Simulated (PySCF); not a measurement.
## Partial charges of `C[C@H](Cl)CO`

Compound: C3H7ClO.
Z-matrix (Å and degrees, GFN2-xTB geometry), rows numbered from 1:
```
C 
C   1  1.5156
Cl  2  1.8030  1  109.25
C   2  1.5289  1  112.88  3  -119.82
O   4  1.3985  2  112.67  1  -177.14
H   1  1.0878  2  109.50  3  -178.02
H   1  1.0877  2  110.48  3    62.15
H   1  1.0871  2  110.60  3   -58.21
H   2  1.0928  1  111.50  3   116.16
H   4  1.0932  2  109.05  1   -59.75
H   4  1.1002  2  109.27  1    58.86
H   5  0.9670  4  107.99  2   -55.41
```

Density: PBE0/pcSseg-1 (PySCF); schemes: Mulliken, IAO, Hirshfeld and ESP-fitted. Isolated species at its GFN2-xTB geometry (one conformer only).

Q: Tabulate the Mulliken, IAO, Hirshfeld and ESP-fitted charges.

A: In e:

```json
{"atom": "C1", "environment": "methyl carbon", "Mulliken": "-0.206", "IAO": "-0.426", "Hirshfeld": "-0.121", "ESP-fitted": "-0.476"}
{"atom": "C2", "environment": "sp3 C–Cl carbon", "Mulliken": "-0.348", "IAO": "-0.092", "Hirshfeld": "+0.011", "ESP-fitted": "+0.004"}
{"atom": "Cl3", "environment": "alkyl chlorine", "Mulliken": "-0.154", "IAO": "-0.136", "Hirshfeld": "-0.061", "ESP-fitted": "-0.178"}
{"atom": "C4", "environment": "carbinol carbon (C–OH)", "Mulliken": "+0.143", "IAO": "-0.046", "Hirshfeld": "-0.006", "ESP-fitted": "+0.081"}
{"atom": "O5", "environment": "alcohol oxygen", "Mulliken": "-0.450", "IAO": "-0.547", "Hirshfeld": "-0.234", "ESP-fitted": "-0.589"}
{"atom": "H6", "environment": "methyl hydrogen", "Mulliken": "+0.124", "IAO": "+0.150", "Hirshfeld": "+0.051", "ESP-fitted": "+0.143"}
{"atom": "H7", "environment": "methyl hydrogen", "Mulliken": "+0.123", "IAO": "+0.151", "Hirshfeld": "+0.043", "ESP-fitted": "+0.147"}
{"atom": "H8", "environment": "methyl hydrogen", "Mulliken": "+0.137", "IAO": "+0.159", "Hirshfeld": "+0.047", "ESP-fitted": "+0.165"}
{"atom": "H9", "environment": "methine hydrogen", "Mulliken": "+0.166", "IAO": "+0.163", "Hirshfeld": "+0.045", "ESP-fitted": "+0.134"}
{"atom": "H10", "environment": "methylene hydrogen", "Mulliken": "+0.124", "IAO": "+0.153", "Hirshfeld": "+0.052", "ESP-fitted": "+0.126"}
{"atom": "H11", "environment": "methylene hydrogen", "Mulliken": "+0.108", "IAO": "+0.124", "Hirshfeld": "+0.032", "ESP-fitted": "+0.062"}
{"atom": "H12", "environment": "hydroxyl hydrogen", "Mulliken": "+0.232", "IAO": "+0.347", "Hirshfeld": "+0.141", "ESP-fitted": "+0.382"}
```

Mean size of the charges over all atoms: IAO 0.208 e, ESP-fitted 0.207 e, Mulliken 0.193 e, Hirshfeld 0.070 e. Each set sums to the total charge, 0, to within 0.001 e. The IAO scheme counts the electrons in orthogonalised intrinsic atomic orbitals, a minimal basis polarised so that it spans the occupied orbitals exactly.

Lowest charge. All schemes agree: Mulliken O5 (-0.450); IAO O5 (-0.547); Hirshfeld O5 (-0.234); ESP-fitted O5 (-0.589).

Highest charge. All schemes agree: Mulliken H12 (+0.232); IAO H12 (+0.347); Hirshfeld H12 (+0.141); ESP-fitted H12 (+0.382).

Q: How closely do the schemes follow one another over all atoms?

A: Correlation coefficient and root-mean-square difference: Hirshfeld with ESP-fitted 0.98, 0.178 e; IAO with ESP-fitted 0.98, 0.056 e; IAO with Hirshfeld 0.97, 0.163 e; Mulliken with IAO 0.88, 0.121 e; Mulliken with ESP-fitted 0.85, 0.144 e; Mulliken with Hirshfeld 0.83, 0.149 e.

Q: Sum the charges by element, for elements with more than one atom.

A: 
```csv
element,atoms,Mulliken,IAO,Hirshfeld,ESP-fitted
C,3,-0.410,-0.564,-0.116,-0.391
H,7,+1.014,+1.247,+0.412,+1.158
```

Q: How many electrons does the ESP-fitted scheme count on C2?

A: Z − q = 6 − (+0.004) = 5.996.

These values come from a run that also computed NMR shieldings. Hardware: one thread of an x86-64 server (shared host). Cost: 11 s of wall time.
